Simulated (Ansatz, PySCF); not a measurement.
Reaction: CH3 (SMILES [CH3], doublet) → CH3+ (parent SMILES [CH3], singlet) + e-
Each species at its own B3LYP-D3(BJ)/def2-TZVP minimum (Ansatz, a quantum-chemistry and plane-wave program).

Wanted: adiabatic ionisation energy (0 K, zero-point energies from PySCF's Hessians at B3LYP-D3(BJ)/def2-TZVP), in eV. UHF or UKS for unpaired electrons; spin-orbit terms are left out. CBS(X,Y): correlation extrapolated as X^-3, Hartree-Fock from the larger set (Q,5: extrapolated as (X+1)exp(-9√X)). A bracket is a step between two methods taken in the basis named. Functionals run without relativity, which enters their misses. Double hybrids freeze cores in their MP2 part. 'core' is core correlation in cc-pwCVTZ, 'X2C' scalar relativity in cc-pVTZ-DK, both at CCSD(T). Full CI freezes restricted core orbitals, also for open shells; the composite that ends in it estimates full CI at the basis-set limit.

Measured: 9.84 eV (CCCBDB table in ASE).

Task: What does PBE/def2-TZVPD (Ansatz) give here, and how do the other levels compare?

Result: PBE gives 10.04 eV, 0.20 eV above it. Errors of the others: B3LYP/def2-TZVPD (Ansatz) 0.10; PBE0/def2-TZVPD (Ansatz) 0.15; wB97M-V/def2-TZVPD (Ansatz) -0.10; B2PLYP/def2-TZVPD (Ansatz) -0.05; CCSD(T)/CBS(cc-pVQZ,cc-pV5Z) + core + X2C (Ansatz) 0.00; CCSD(T)/CBS(cc-pVQZ,cc-pV5Z) + [CCSDT(Q) - CCSD(T)]/cc-pVQZ + [FCI - CCSDT(Q)]/cc-pVDZ + core + X2C (Ansatz) 0.00 eV. Nearer than PBE: B3LYP/def2-TZVPD, PBE0/def2-TZVPD, wB97M-V/def2-TZVPD, B2PLYP/def2-TZVPD, CCSD(T)/CBS(cc-pVQZ,cc-pV5Z) + core + X2C, CCSD(T)/CBS(cc-pVQZ,cc-pV5Z) + [CCSDT(Q) - CCSD(T)]/cc-pVQZ + [FCI - CCSDT(Q)]/cc-pVDZ + core + X2C.
